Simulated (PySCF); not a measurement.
## TDDFT excited states: C3H9NP2

Species: C3H9NP2.
SMILES: `CN(CC)/P=P\[H]`

The calculation used TDDFT PBE0/def2-SVPD, vertical, gas phase, core orbitals frozen in the response (PySCF). Geometry: GFN2-xTB, one conformer, isolated molecule. Torsions of this conformer, `[H]/[P:6]=[P:5]\[N:3]([CH2:2][CH3:1])[CH3:4]`: C1–C2–N3–C4 88°, C2–N3–P5–P6 0°.

Problem. What does the calculation give for the low-lying excited states?

Solution. 

| state | λ (nm) | E (eV) | f | main configurations (H = HOMO, L = LUMO) |
| --- | --- | --- | --- | --- |
| S1 | 312.2 | 3.97 | 0.151 | H→L (91%) |
| S2 | 290.9 | 4.26 | 0.013 | H-1→L (94%) |
| S3 | 249.3 | 4.97 | 0.0059 | H-2→L (59%), H→L+1 (36%) |
| S4 | 244.7 | 5.07 | 0.0060 | H→L+1 (58%), H-2→L (38%) |
| S5 | 216.2 | 5.74 | 0.027 | H→L+2 (93%) |
| S6 | 207.3 | 5.98 | 0.048 | H-3→L (84%) |
| S7 | 205.5 | 6.03 | 0.030 | H→L+3 (84%) |
| S8 | 192.4 | 6.44 | 0.014 | H-1→L+1 (87%) |

Triplets (Tamm–Dancoff): T1 2.15 eV, H→L (98%); T2 3.40 eV, H-1→L (96%); T3 4.14 eV, H-2→L (89%).

The lowest singlet comes at 312 nm (383 kJ/mol) in the ultraviolet; it is strong; its leading configuration is HOMO→LUMO (91%). The lowest level is also the most intense of those listed (f = 0.151). Löwdin shares by element: HOMO phosphorus 62%, nitrogen 21%, hydrogen 5% or more; LUMO phosphorus 78%, nitrogen 14%, hydrogen 4% or more. The listed states span 2.47 eV, and the widest gap between neighbours is 0.71 eV (S2 to S3). Of the 8 states listed, 6 reach f = 0.01 and none stays under 0.0005. Weighted by f, the mean energy of these states is 4.85 eV. The window holds the lowest 8 singlets.

The run took 29 s (with the writing of density and orbital grids) on an Arm Neoverse V2 with one thread, shared host, and the process peaked at 0.83 GiB of memory.
